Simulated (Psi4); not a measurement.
# One shape, several levels: CH4ClSi− (SMILES C[SiH-]Cl)

We compute a comparison of 3 runs (B3LYP/6-311+G**, BHLYP/6-311+G**, r2SCAN/6-311+G**) of CH4ClSi−. 

The calculation is run with Psi4 1.11.

1 further run of the same task is left out (set aside as unsound or not needed).

## 1. Starting point

CH4ClSi−: 7 atoms, total charge -1, spin state singlet. SMILES: `C[SiH-]Cl`. The Si2–H7 distance was set to 1.724 Å, away from the relaxed value.

Bond lengths: C1–Si2 1.920 Å, Si2–Cl3 2.294 Å, C1–H4 1.094 Å, C1–H5 1.094 Å, C1–H6 1.091 Å. Angles: C1–Si2–Cl3 98.6°, Si2–C1–H4 109.0°, Si2–C1–H5 114.4°, Si2–C1–H6 111.4°, H4–C1–H5 107.7°, H4–C1–H6 106.9°, H5–C1–H6 107.1°. A long bond or contact: Si2–H7 1.724 Å.

## 2. The energy at B3LYP/6-311+G(d,p) (run 1)

Input file input.json:

```json
{
  "schema_name": "qcschema_input",
  "schema_version": 1,
  "molecule": {
    "schema_name": "qcschema_molecule",
    "schema_version": 2,
    "symbols": ["C", "Si", "Cl", "H", "H", "H", "H"],
    "geometry": [-1.28245886, 0.67939245, -0.96623775, 2.01996983, -0.82214614, -0.94667909, 1.03030136, -4.54099487, 1.05079922, -1.11349844, 2.66780007, -1.50843797, -2.26632586, 0.60557974, 0.85022369, -2.50957141, -0.21958807, -2.35923047, 3.19887169, 0.5533874, 1.76062004],
    "molecular_charge": -1,
    "molecular_multiplicity": 1,
    "fix_symmetry": "c1"
  },
  "driver": "energy",
  "model": {
    "method": "b3lyp",
    "basis": "6-311+G**"
  },
  "keywords": {
    "reference": "rks",
    "puream": true,
    "e_convergence": 1e-09,
    "d_convergence": 1e-08,
    "scf_type": "pk",
    "dft_radial_points": 99,
    "dft_spherical_points": 590,
    "scf_properties": ["MAYER_INDICES", "LOWDIN_CHARGES", "WIBERG_LOWDIN_INDICES"]
  }
}
```

The run is started by

```console
$ psi4 --qcschema input.json -n 1 --memory 1600MB
```

stdout:

```text
[...]
                   'protocols': {'error_correction': {'default_policy': True, 'policies': None},
                                 'native_files': 'none',
[...]
  Running in c1 symmetry.
[...]
  Nuclear repulsion =  129.773313727729260
[...]
  Multiplicity = 1
[...]
  Nalpha       = 21
  Nbeta        = 21
[...]
    Number of basis functions: 106
[...]
   @RKS iter   1:  -789.91050472790698   -2.94874e-01   8.73933e-03 DIIS/ADIIS
[...]
   @RKS iter  12:  -790.33753339019131   -3.75167e-12   3.80657e-09 DIIS
[...]
  @RKS Final Energy:  -790.33753339019131
   => Energetics <=
    Nuclear Repulsion Energy =            129.7733137277292599
    One-Electron Energy =               -1357.3309989434010276
    Two-Electron Energy =                 482.5761858045210602
    DFT Exchange-Correlation Energy =     -45.3560339790404328
    Empirical Dispersion Energy =           0.0000000000000000
    VV10 Nonlocal Energy =                  0.0000000000000000
    Total Energy =                       -790.3375333901913109
[...]
 Multipole Moments:
 ------------------------------------------------------------------------------------
     Multipole            Electronic (a.u.)      Nuclear  (a.u.)        Total (a.u.)
 ------------------------------------------------------------------------------------
 L = 1.  Multiply by 2.5417464519 to convert [e a0] to [Debye]
 Dipole X            :          2.3515151           -3.2351649           -0.8836498
 Dipole Y            :         -7.2190768            7.2333448            0.0142680
 Dipole Z            :          1.1415986           -1.0936651            0.0479335
 Magnitude           :                                                    0.8850639
[...]
```

The result, in JSON:

```text
{
 "driver": "energy",
 "model": {
  "method": "b3lyp",
  "basis": "6-311+G**"
 },
 "success": true,
 "return_result": -790.3375333901913,
 "properties": {
  "calcinfo_nbasis": 106,
  "calcinfo_nmo": 106,
  "calcinfo_nalpha": 21,
  "calcinfo_nbeta": 21,
  "calcinfo_natom": 7,
  "nuclear_repulsion_energy": 129.77331372772926,
  "return_energy": -790.3375333901913,
  "scf_one_electron_energy": -1357.330998943401,
  "scf_two_electron_energy": 482.57618580452106,
  "scf_xc_energy": -45.35603397904043,
  "scf_dipole_moment": [-0.8836497621839845, 0.014268025995550992, 0.04793345148232686],
  "scf_total_energy": -790.3375333901913,
  "scf_iterations": 12
 }
}
```

Wall time 14 s (1 thread of Intel Xeon Gold 6455B (Sapphire Rapids), shared host); peak memory 0.62 GiB.

## 3. Energy and gradient at BHLYP/6-311+G(d,p) (run 2)

Input file calc.py:

```python
import psi4

psi4.set_memory('1600 MB')
psi4.set_num_threads(1)
psi4.set_output_file('run.log', False)

molecule = psi4.geometry("""
-1 1
C     -0.678648     0.359519    -0.511311
Si     1.068922    -0.435061    -0.500961
Cl     0.545212    -2.402991     0.556059
H     -0.589238     1.411739    -0.798231
H     -1.199288     0.320459     0.449919
H     -1.328008    -0.116201    -1.248451
H      1.692770     0.292840     0.931680
symmetry c1
""")

psi4.set_options({
    'basis': '6-311+G**',
    'puream': True,
    'e_convergence': 1e-09,
    'd_convergence': 1e-08,
    'scf_type': 'pk',
    'dft_radial_points': 99,
    'dft_spherical_points': 590,
})

E = psi4.gradient("bhhlyp", molecule=molecule)
print('gradient / Eh bohr^-1')
print(E.np.round(6))
```

The run is started by

```console
$ python calc.py
```

run.log:

```text
[...]
  Running in c1 symmetry.
[...]
  Nuclear repulsion =  129.773313715241926
[...]
  Multiplicity = 1
[...]
  Nalpha       = 21
  Nbeta        = 21
[...]
    Number of basis functions: 106
[...]
   @RKS iter   1:  -789.99814302770392   -5.36059e-01   6.82271e-03 DIIS/ADIIS
[...]
   @RKS iter  11:  -790.26150048758859   -2.25100e-11   6.85169e-09 DIIS
[...]
  @RKS Final Energy:  -790.26150048758859
   => Energetics <=
    Nuclear Repulsion Energy =            129.7733137152419260
    One-Electron Energy =               -1357.3838720272319733
    Two-Electron Energy =                 466.2575871132130487
    DFT Exchange-Correlation Energy =     -28.9085292888116321
    Empirical Dispersion Energy =           0.0000000000000000
    VV10 Nonlocal Energy =                  0.0000000000000000
    Total Energy =                       -790.2615004875885916
[...]
  -Total Gradient:
     Atom            X                  Y                   Z
    ------   -----------------  -----------------  -----------------
       1        0.009462633779    -0.002859661727    -0.007230723085
       2       -0.020599380137    -0.008462341284    -0.024105224936
       3        0.001633123626    -0.002382664043     0.001156064498
       4       -0.001213127479     0.001434824258    -0.000261488651
       5       -0.001819139208    -0.000354162981     0.002392925579
       6       -0.003019001088     0.000490572564    -0.000089579683
       7        0.015560789111     0.012130035616     0.028138867493
[...]
```

The script printed:

```text
Memory set to   1.490 GiB by Python driver.
  Threads set to 1 by Python driver.
gradient / Eh bohr^-1
[[ 9.4630e-03 -2.8600e-03 -7.2310e-03]
 [-2.0599e-02 -8.4620e-03 -2.4105e-02]
 [ 1.6330e-03 -2.3830e-03  1.1560e-03]
 [-1.2130e-03  1.4350e-03 -2.6100e-04]
 [-1.8190e-03 -3.5400e-04  2.3930e-03]
 [-3.0190e-03  4.9100e-04 -9.0000e-05]
 [ 1.5561e-02  1.2130e-02  2.8139e-02]]
```

Wall time 16 s (1 thread of Intel Xeon Gold 6455B (Sapphire Rapids), shared host); peak memory 0.63 GiB.

## 4. Energy and forces at r2SCAN/6-311+G(d,p) (run 3)

Input file run.py:

```python
import psi4

psi4.set_memory('1600 MB')
psi4.set_num_threads(1)
psi4.set_output_file('output.dat', False)

molecule = psi4.geometry("""
-1 1
C     -1.28245886     0.67939245    -0.96623775
Si     2.01996983    -0.82214614    -0.94667909
Cl     1.03030136    -4.54099487     1.05079922
H     -1.11349844     2.66780007    -1.50843797
H     -2.26632586     0.60557974     0.85022369
H     -2.50957141    -0.21958807    -2.35923047
H      3.19887169     0.55338740     1.76062004
units bohr
symmetry c1
""")

options = {'basis': '6-311+G**', 'puream': True, 'e_convergence': 1e-09, 'd_convergence': 1e-08, 'scf_type': 'pk', 'dft_radial_points': 99, 'dft_spherical_points': 590}
psi4.set_options(options)

result, w = psi4.gradient('R2SCAN', molecule=molecule, return_wfn=True)
psi4.oeprop(w, 'MULLIKEN_CHARGES', 'DIPOLE', 'MAYER_INDICES')
print('gradient / Eh bohr^-1')
print(result.np.round(6))
print(f'energy = {w.energy():.10f} Eh')
for k, v in sorted(psi4.core.scalar_variables().items()):
    print(f'{k:45s} {v:18.10f}')
```

The run is started by

```console
$ python run.py
```

output.dat:

```text
[...]
  Running in c1 symmetry.
[...]
  Nuclear repulsion =  129.773313727729260
[...]
  Multiplicity = 1
[...]
  Nalpha       = 21
  Nbeta        = 21
[...]
    Number of basis functions: 106
[...]
   @RKS iter   1:  -789.75758005283808   -2.36558e-01   8.88298e-03 ADIIS/DIIS
[...]
   @RKS iter  13:  -790.20613209500425   -3.18323e-12   3.26050e-09 DIIS
[...]
  @RKS Final Energy:  -790.20613209500425
   => Energetics <=
    Nuclear Repulsion Energy =            129.7733137277292599
    One-Electron Energy =               -1357.2673124369280231
    Two-Electron Energy =                 493.4365550588647125
    DFT Exchange-Correlation Energy =     -56.1486884446700927
    Empirical Dispersion Energy =           0.0000000000000000
    VV10 Nonlocal Energy =                  0.0000000000000000
    Total Energy =                       -790.2061320950042500
[...]
  -Total Gradient:
     Atom            X                  Y                   Z
    ------   -----------------  -----------------  -----------------
       1        0.005561433763    -0.001244614101    -0.007332315664
       2       -0.021291188049    -0.005119359717    -0.020072740343
       3        0.001604906057    -0.003127970593     0.001339034831
       4       -0.001485334282    -0.003551352128     0.001094392616
       5        0.001274392462    -0.000236540422    -0.002829703626
       6        0.000220758287     0.002735669090     0.003458693847
       7        0.014267396420     0.010186512726     0.024208750265
[...]
```

Standard output:

```text
Memory set to   1.490 GiB by Python driver.
  Threads set to 1 by Python driver.
gradient / Eh bohr^-1
[[ 0.005561 -0.001245 -0.007332]
 [-0.021291 -0.005119 -0.020073]
 [ 0.001605 -0.003128  0.001339]
 [-0.001485 -0.003551  0.001094]
 [ 0.001274 -0.000237 -0.00283 ]
 [ 0.000221  0.002736  0.003459]
 [ 0.014267  0.010187  0.024209]]
energy = -790.2061320950 Eh
CURRENT ENERGY                                   -790.2061320950
CURRENT REFERENCE ENERGY                         -790.2061320950
DD SOLVATION ENERGY                                 0.0000000000
DFT FUNCTIONAL TOTAL ENERGY                      -790.2061320950
DFT TOTAL ENERGY                                 -790.2061320950
DFT VV10 ENERGY                                     0.0000000000
DFT XC ENERGY                                     -56.1486884447
GRID ELECTRONS ALPHA                               21.0000002677
GRID ELECTRONS BETA                                21.0000002677
GRID ELECTRONS TOTAL                               42.0000005355
NUCLEAR REPULSION ENERGY                          129.7733137277
ONE-ELECTRON ENERGY                             -1357.2673124369
PCM POLARIZATION ENERGY                             0.0000000000
PE ENERGY                                           0.0000000000
SCF ITERATION ENERGY                             -790.2061320950
SCF ITERATIONS                                     13.0000000000
SCF TOTAL ENERGY                                 -790.2061320950
TWO-ELECTRON ENERGY                               493.4365550589
XC GRID RADIAL POINTS                              99.0000000000
XC GRID SPHERICAL POINTS                          590.0000000000
XC GRID TOTAL POINTS                           392678.0000000000
```

Run time: 35 s. Hardware: 1 thread of Intel Xeon Gold 6455B (Sapphire Rapids), shared host; peak memory 0.65 GiB.

## 5. The series

```csv
run,level,task,properties,energy (Eh),HOMO energy (eV),LUMO energy (eV),HOMO–LUMO gap (eV),wall time
1,B3LYP/6-311+G**,energy,"(mayer, lowdin, wiberg)",-790.337533,-0.30,3.39,3.69,14 s
2,BHLYP/6-311+G**,gradient,–,-790.261500,-1.31,3.95,5.26,16 s
3,r2SCAN/6-311+G**,gradient,"(mulliken, dipole, mayer)",-790.206132,0.36,3.69,3.33,35 s
```

## 6. Summary of results

| quantity | value |
| --- | --- |
| run 3: total energy | -790.20613 Eh |
| run 3: HOMO energy | 0.36 eV |
| run 3: LUMO energy | 3.69 eV |
| run 3: HOMO–LUMO gap (to an unbound level, set by the basis) | 3.33 eV |
| run 3: largest force on an atom | 1.537 eV/Å |

In words: The HOMO–LUMO gap runs from 3.33 eV (r2SCAN/6-311+G**) to 5.26 eV (BHLYP/6-311+G**). The empty levels of an anion lie above zero and hang on the basis. Totals of different functionals can't be ranked against each other. In run 3 the HOMO lies above zero, so the outermost electron may be held by the basis alone. All runs together took 64 s, the longest 35 s.
